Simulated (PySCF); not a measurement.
# ketene: calculation against experiment

**Experimental background.**

NIST CCCBDB Release 22 (SRD 101), experimental dipoles lists, for the gas: dipole moment (microwave Stark effect) 1.42 D.

The results are set against them at the end.

Compound: ketene, C₂H₂O.
Atom-mapped SMILES: `[CH2:1]=[C:2]=[O:3]` (hydrogens: H4, H5 on C1)

Cartesian coordinates in Å at the CAM-B3LYP/6-31+G* level; atoms count from 1:
```xyz
5
C2H2O angstrom
C     -0.5732   -0.0064    0.1987
C      0.6801   -0.0380   -0.1907
O      1.7938   -0.0657   -0.5373
H     -1.1675   -0.9105    0.1755
H     -1.0024    0.9270    0.5393
```

The PySCF runs (gas phase, on this CAM-B3LYP/6-31+G* geometry; no spin–orbit coupling):

```json
{"level": "CAM-B3LYP/6-31+G*, grid level 1", "job": "geometry optimisation from a GFN2-xTB start", "basis functions": "58", "wall time": "2.1 s"}
```

Hardware: one thread, Arm Neoverse V2 (aarch64) (shared host).

All basis functions are spherical.

Results beside the measurements:

**Dipole moment.** Measured: 1.42 D (NIST CCCBDB Release 22 (SRD 101), experimental dipoles).

| level | computed (D) | computed − measured (D) | % (from the printed values) |
| --- | --- | --- | --- |
| CAM-B3LYP/6-31+G* | 1.63 | +0.21 | +15 |

The computed dipoles belong to one fixed geometry; measured ones are averaged over vibrations unless marked μe. Magnitudes are compared, not signs.

No measured geometry was used, and the causes of the misses weren't examined.
